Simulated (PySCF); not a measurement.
Basis and Hamiltonian dependence of the electron affinity of Al

Al⁻ [Ne] 3s2 3p2 (3P) → Al [Ne] 3s2 3p1 (2P). Calculated with PySCF 2.14 from differences of total energies of unrestricted determinants, without spin-orbit coupling. Values in eV.

```csv
basis,Hamiltonian,functions,UHF,r2SCAN,PBE0,MP2 (valence),CCSD(T) (valence),CCSD(T) (valence and next inner shell)
aug-cc-pV(D+d)Z,non-relativistic,32,0.019,0.612,0.537,0.313,0.364,n/a
ANO-RCC-VTZP,spin-free X2C,34,-0.395,0.214,0.130,-0.087,-0.037,-0.048
aug-cc-pVTZ-DK,spin-free X2C,50,0.012,0.609,0.531,0.359,0.419,n/a
"aug-cc-pV(T+d)Z with one added diffuse shell each of s, p, d, f type",non-relativistic,71,0.017,0.632,0.550,0.366,0.427,n/a
aug-cc-pCVTZ-DK,spin-free X2C,75,0.011,0.605,0.527,0.358,0.419,0.405
aug-cc-pVQZ-DK,spin-free X2C,84,0.010,0.602,0.528,0.374,0.431,n/a
dyall-av3z,spin-free X2C,84,0.009,0.606,0.532,0.358,0.420,n/a
"aug-cc-pCVTZ-DK with one added diffuse shell each of s, p, d, f type",spin-free X2C,91,0.012,0.625,0.541,0.360,0.421,0.407
dyall-acv3z,non-relativistic,113,0.013,0.610,0.536,0.363,0.425,0.408
dyall-acv3z,spin-free X2C,113,0.008,0.606,0.531,0.358,0.420,0.403
"aug-cc-pV(Q+d)Z with one added diffuse shell each of s, p, d, f, g type",non-relativistic,114,0.014,0.623,0.544,0.381,n/a,n/a
aug-cc-pCVQZ-DK,spin-free X2C,134,0.009,0.601,0.529,0.373,n/a,n/a
aug-cc-pV(5+d)Z,non-relativistic,136,0.014,0.609,0.535,0.385,n/a,n/a
```

**Question.** Estimate the row for dyall-av3z (non-relativistic, 84 functions).

**Answer.** From the rows with the same Hamiltonian and similar size; the calculation gives UHF 0.01; r2SCAN 0.61; PBE0 0.54; MP2 (valence) 0.36; CCSD(T) (valence) 0.42 (eV).

Extrapolation of CCSD(T) (valence) from aug-cc-pVTZ-DK and aug-cc-pVQZ-DK: the correlation parts are 0.408 and 0.421 eV; with the X⁻³ form and unrounded values, (4³ × 0.421 − 3³ × 0.408)/(4³ − 3³) = 0.431 eV, and adding the Hartree-Fock value 0.010 eV of the larger basis gives 0.440 eV.

Extrapolation of MP2 (valence) from aug-cc-pCVTZ-DK and aug-cc-pCVQZ-DK: the correlation parts are 0.347 and 0.364 eV; with the X⁻³ form and unrounded values, (4³ × 0.364 − 3³ × 0.347)/(4³ − 3³) = 0.377 eV, and adding the Hartree-Fock value 0.009 eV of the larger basis gives 0.386 eV.

Frozen in the all-electron rows: valence: [Ne]; valence and next inner shell: 1s2.

At UHF, ANO-RCC-VTZP lies more than 0.3 eV from the median of the rows with comparable relativity. Of these, ANO-RCC-VTZP has no diffuse functions of the l that the added or promoted electron needs.

In most of these bases the highest occupied level of the anion is positive at r2SCAN, PBE0, so the basis helps to hold the electron.

Between the lowest levels the reference is 0.433 eV (measured; photodetachment measurements, as compiled on the Wikipedia data page of electron affinities); it includes spin-orbit coupling, which these numbers lack.
